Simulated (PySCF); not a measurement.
Molecule: 3-methyl-2-butenenitrile, C₅H₇N.

Geometry (Å), atoms numbered from 1 in this order:
```xyz
13

C     0.2580    1.3530    0.3000
C    -0.3078    0.0026    0.0000
C    -1.7932   -0.0876   -0.1415
C     0.4635   -1.0962   -0.1412
C     1.8827   -1.0756   -0.0185
N     3.0396   -1.0713    0.0797
H    -0.1657    1.7431    1.2398
H    -0.0237    2.0680   -0.4902
H     1.3522    1.3401    0.3874
H    -2.1302   -1.1101   -0.3572
H    -2.2898    0.2582    0.7801
H    -2.1437    0.5746   -0.9504
H     0.0123   -2.0680   -0.3605
```

Geometry PBE0-D3(BJ)/def2-SVP throughout; GIAO in PySCF 2.14.0 with density-fitted response routines, gas phase, one conformer, non-relativistic; equivalent atoms averaged; functional PBE0.

For orientation, STO-3G gives these shifts δ (against TMS, NH3 at the same level): C2 129.2, C4 94.7, C5 93.0, C3 26.9, C1 25.3, N6 240.9, H13 5.30, H7/H8/H9 1.92, H10/H11/H12 1.80 ppm.

A run gave: C2 160.5, C4 98.4, C5 111.1, C3 25.3, C1 21.8, N6 297.8, H13 4.77, H7/H8/H9 1.91, H10/H11/H12 1.69 ppm (shifts δ (against TMS, NH3 at the same level)).

**Question.** Which basis set was used in that run?
A. pcSseg-1
B. 6-311+G(2d,p)
C. def2-SVP
D. def2-TZVP

**Answer.** C. C5 tells them apart best: def2-SVP gives 111.1, 6-311+G(2d,p) gives 120.8, def2-TZVP gives 121.1, pcSseg-1 gives 121.6 ppm.
